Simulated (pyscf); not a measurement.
## Four-centre exchange: InH [singlet] + H₂S → HS–In [singlet] + hydrogen (H₂)

Gas phase, singlet surface, charge 0. Bonds broken: In1–H2, S3–H4. Bonds formed: In1–S3, H2–H4. Optimised with ωB97X-D3(BJ)/def2-SVP in PySCF.

Transition state (Å):

```xyz
5

In     0.3171     0.4073     0.9553
H     -1.7936     0.5577     1.0094
S     -1.1951    -1.0303    -1.0810
H     -1.7821    -0.1375     0.0557
H     -1.2692    -2.1368    -0.3138
```

One imaginary mode, 1185i cm⁻¹; descent along it reached the two sides named, in the forms told below.

| bond | change | reactant side (Å) | saddle | product side |
|---|---|---|---|---|
| In1–H2 | breaks | 1.866 | 2.117 | 3.5 |
| S3–H4 | breaks | 1.346 | 1.560 | 3.1 |
| In1–S3 | forms | 3.1 | 2.9 | 2.490 |
| H2–H4 | forms | 3.0 | 1.180 | 0.762 |

Electronic energies relative to the separated reactants (eV):

```csv
level,barrier,reaction energy,reverse barrier
ωB97X-D3(BJ)/def2-TZVP,-0.09,-1.49,1.40
PBE/def2-TZVP,-0.28,-1.33,1.05
r²SCAN/def2-TZVP,-0.23,-1.37,1.14
B3LYP-D3(BJ)/def2-TZVP,-0.12,-1.33,1.21
PBE0-D3(BJ)/def2-TZVP,-0.17,-1.31,1.14
M06-2X/def2-TZVP,-0.02,-1.40,1.38
ωB97M-D3(BJ)/def2-TZVP,0.12,-1.20,1.32
HF/def2-TZVP,0.76,-1.05,1.81
```

With ωB97M-D3(BJ)/def2-TZVP energies and thermal terms (ideal gas, 1 atm, RRHO with modes under 100 cm⁻¹ raised to 100, one conformer, R ln 2 for chiral ones without a mode under 150 cm⁻¹), in eV:

```json
[
 {"T (K)": "298", "ΔH‡": "0.08", "ΔG‡": "0.44", "ΔH": "-1.21", "ΔG": "-1.17"},
 {"T (K)": "600", "ΔH‡": "0.08", "ΔG‡": "0.80", "ΔH": "-1.18", "ΔG": "-1.16"},
 {"T (K)": "900", "ΔH‡": "0.09", "ΔG‡": "1.16", "ΔH": "-1.16", "ΔG": "-1.15"},
 {"T (K)": "1200", "ΔH‡": "0.12", "ΔG‡": "1.51", "ΔH": "-1.15", "ΔG": "-1.15"}
]
```

On the reactant side the descent ends in a bound adduct, 0.38 eV under the separated species and 0.29 eV under the saddle at ωB97X-D3(BJ)/def2-TZVP. At ωB97X-D3(BJ)/def2-TZVP, PBE, r²SCAN, B3LYP-D3(BJ), PBE0-D3(BJ), M06-2X the saddle lies under the separated reactants, which points to a path from their complex (located at ωB97X-D3(BJ) alone). One saddle was located; it need not be the lowest between these sides. Elements past Kr carry the def2 core potentials, without spin-orbit coupling.
